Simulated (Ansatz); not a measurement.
`OC1=NC1` + H₂ → `C1=NC1` + H₂O at 700 K and 1 bar (hydrogenolysis of a C–O bond).

Isolated molecules relaxed with PBE0-D4/def2-TZVP in Ansatz; ΔE leaves out vibrations. CCSD(T)/CBS is the MP2 limit (def2-TZVPP, def2-QZVPP) plus CCSD(T) − MP2 in def2-TZVPP, frozen cores. This one scheme is used for every species. One conformer a species, not always the lowest.

```json
{"species": "`OC1=NC1`", "CCSD(T)/CBS energy (Eh)": "-207.69976", "H − E (kJ/mol)": "180.9", "S (J/(mol·K))": "338.1"}
{"species": "H₂", "CCSD(T)/CBS energy (Eh)": "-1.17544", "H − E (kJ/mol)": "46.8", "S (J/(mol·K))": "155.3"}
{"species": "`C1=NC1`", "CCSD(T)/CBS energy (Eh)": "-132.51911", "H − E (kJ/mol)": "156.2", "S (J/(mol·K))": "299.5"}
{"species": "H₂O", "CCSD(T)/CBS energy (Eh)": "-76.37941", "H − E (kJ/mol)": "80.5", "S (J/(mol·K))": "218.4"}
```

H − E and S are ideal-gas, rigid-rotor, harmonic terms from PBE0-D4/def2-TZVP, for one conformer and one mirror image of each species. The MP2-based limit puts H₂ 0.8 mEh under its directly extrapolated value; such offsets cancel only in part. 1 Eh = 2625.50 kJ/mol, R = 8.31446 J/(mol·K).

Q: By hand: ΔE, ΔH, ΔS and ΔG.

A: ΔE = (-132.51911) + (-76.37941) − (-207.69976) − (-1.17544) = -0.02332 Eh = -61.2 kJ/mol. Δ(H − E) = 156.2 + 80.5 − 180.9 − 46.8 = 9.0, so ΔH = -52.2 kJ/mol. ΔS = 299.5 + 218.4 − 338.1 − 155.3 = 24.5 J/(mol·K). ΔG = -52.2 − 700 × (24.5)/1000 = -69.3 kJ/mol.

Q: By hand: the equilibrium constant, and the temperature at which ΔG would vanish if ΔH and ΔS stayed fixed.

A: log₁₀ K = −ΔG/(RT ln 10) = 5.2. ΔH and −TΔS have one sign here, so there is no such temperature.

ΔH outweighs TΔS. A doubt of 5 kJ/mol in ΔE shifts log₁₀ K by 0.4 here. Other conformers and mirror images would add mixing entropy, several J/(mol·K) or more a flexible species. These are equilibria of isolated gas molecules and say nothing of rates. Largest T1 diagnostic: 0.013 (customary marks: 0.02 for closed shells, 0.045 for open ones).
